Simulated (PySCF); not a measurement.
# Si2H6O

The system: Si2H6O, a small molecule; neutral, singlet. The structure, one conformer, was relaxed in the gas phase by PBE0-D3(BJ)/def2-SVP. No frequency run checks that it is a minimum.

SMILES: [SiH3]O[SiH3]

```xyz
9

Si    0.030   -1.090   -1.235
O    -0.042   -0.014    0.008
Si   -0.027    1.083    1.235
H     1.448   -1.291   -1.656
H    -0.541   -2.400   -0.803
H    -0.755   -0.574   -2.396
H     1.086    0.773    2.181
H    -1.324    1.031    1.972
H     0.168    2.457    0.686
```
Atom numbers follow the order of the file, from 1.

Shieldings: GIAO PBE0/pcSseg-2. Shifts are against computed references at the same level: H TMS (σ 31.24 ppm), Si TMS (σ 341.3 ppm). Core levels by delta-SCF with SCAN, pcX-2 on the ionised atom and pcseg-1 elsewhere, spin-free X2C (2p3/2 is the spin-free 2p value less a third of a first-order spin-orbit splitting); from the vacuum level, for chosen atoms.

Question: Give the shieldings and core levels atom by atom.

Answer: 
```
   atoms  bonded to  σ (ppm)  δ (ppm)  core level (eV)
 Si1 Si3  1 O + 3 H    385.6    -44.3     2p3/2 107.68
      O2       2 Si    331.7        -        1s 538.03
H4 H5 H6       1 Si    26.13     5.12                -
H7 H8 H9       1 Si    26.13     5.12                -
```

Values are those of this one static structure, with the three H of a rotating XH3 group averaged; atoms that internal rotation interchanges would show their mean in an NMR spectrum.

Question: By CAM-B3LYP/def2-SVPD (TDDFT singlets, Tamm-Dancoff triplets, ionisation by delta-SCF), where does absorption start, and what does vertical ionisation take?

Answer: The lowest singlet lies at 7.23 eV (f 0.001), the strongest of the first 6 at 8.39 eV (f 0.125), the lowest triplet at 6.88 eV; vertical ionisation takes 10.92 eV.
